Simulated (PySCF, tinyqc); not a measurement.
Inside a calculation. Method: FCI on RHF in the sto-6g basis, frozen core, for HF, spin multiplicity 1. The lowest restricted solution is unstable here: a spin-polarised one lies 0.0005 hartree lower (PySCF). One step of it, computed by the program tinyqc.

Task: FCI: determinants and Hamiltonian. Slater-Condon rules over spin orbitals, with the nuclear repulsion and the energy of the frozen orbital added and E(HF) subtracted on the diagonal. Only determinants linked to the reference directly or through others are kept (one block of an abelian symmetry group), so some states are absent.

one-electron integrals dressed by the frozen orbital, h + 2 (pq|11) - (p1|1q) (hartree):
```
           2          3          4          5          6
2  -6.777250   0.270404   0.000000   0.000000   0.510370
3   0.270404  -5.116338   0.000000   0.000000   1.415302
4   0.000000   0.000000  -6.136928   0.000000   0.000000
5   0.000000   0.000000   0.000000  -6.136928   0.000000
6   0.510370   1.415302   0.000000   0.000000  -4.340203
```

energy of the frozen orbital, 2 h_11 + (11|11) = -76.30849588 hartree

Two-electron integrals over orbitals (pq|rs), unique and non-zero (hartree); the lowest 1 orbital is frozen and left out:
```
(22|22) 0.875460    (32|22) -0.044733   (32|32) 0.136951    (33|22) 0.699735
(33|32) -0.016768   (33|33) 0.684039    (42|42) 0.189320    (43|42) -0.028441
(43|43) 0.036150    (44|22) 0.896777    (44|32) -0.066446   (44|33) 0.685817
(44|44) 0.998085    (52|52) 0.189320    (53|52) -0.028441   (53|53) 0.036150
(54|54) 0.053789    (55|22) 0.896777    (55|32) -0.066446   (55|33) 0.685817
(55|44) 0.890506    (55|55) 0.998085    (62|22) -0.089209   (62|32) -0.075218
(62|33) -0.023957   (62|44) -0.087673   (62|55) -0.087673   (62|62) 0.091147
(63|22) -0.233600   (63|32) 0.080862    (63|33) -0.096702   (63|44) -0.242623
(63|55) -0.242623   (63|62) 0.038164    (63|63) 0.227859    (64|42) -0.029153
(64|43) -0.021937   (64|64) 0.028892    (65|52) -0.029153   (65|53) -0.021937
(65|65) 0.028892    (66|22) 0.641451    (66|32) 0.048057    (66|33) 0.651007
(66|44) 0.624241    (66|55) 0.624241    (66|62) -0.054923   (66|63) -0.022697
(66|66) 0.679831
```

nuclear repulsion = 3.90376631 hartree

Hartree-Fock energy = -99.44558946 hartree

Give: determinants; H - E(HF) between determinants.

Result:

Occupation strings over the orbitals (2 doubly, a alpha, b beta, 0 empty; spin orbitals ordered 1a 1b 2a 2b ...): 222220 22a22b 2a222b 22b22a 2b222a 222202 222022 220222 2ab222 2ba222 202222

H - E(HF) between determinants (hartree):
```
         222220   22a22b   2a222b   22b22a   2b222a   222202   222022   220222
222220   0.0000   0.0000   0.0000   0.0000   0.0000   0.0289   0.0289   0.2279
22a22b   0.0000   0.4406  -0.0099  -0.2279  -0.0382   0.0219   0.0219   0.0740
2a222b   0.0000  -0.0099   1.2454  -0.0382  -0.0911   0.0292   0.0292  -0.0809
22b22a   0.0000  -0.2279  -0.0382   0.4406  -0.0099  -0.0219  -0.0219  -0.0740
2b222a   0.0000  -0.0382  -0.0911  -0.0099   1.2454  -0.0292  -0.0292   0.0809
222202   0.0289   0.0219   0.0292  -0.0219  -0.0292   0.9123   0.0538   0.0362
222022   0.0289   0.0219   0.0292  -0.0219  -0.0292   0.0538   0.9123   0.0362
220222   0.2279   0.0740  -0.0809  -0.0740   0.0809   0.0362   0.0362   0.9430
2ab222  -0.0382   0.0809  -0.2109  -0.0310   0.0752   0.0284   0.0284   0.0747
2ba222   0.0382  -0.0310   0.0752   0.0809  -0.2109  -0.0284  -0.0284  -0.0747
202222   0.0911   0.0752   0.0343  -0.0752  -0.0343   0.1893   0.1893   0.1370

         2ab222   2ba222   202222
222220  -0.0382   0.0382   0.0911
22a22b   0.0809  -0.0310   0.0752
2a222b  -0.2109   0.0752   0.0343
22b22a  -0.0310   0.0809  -0.0752
2b222a   0.0752  -0.2109  -0.0343
222202   0.0284  -0.0284   0.1893
222022   0.0284  -0.0284   0.1893
220222   0.0747  -0.0747   0.1370
2ab222   1.7730  -0.1370   0.1027
2ba222  -0.1370   1.7730  -0.1027
202222   0.1027  -0.1027   2.7632
```
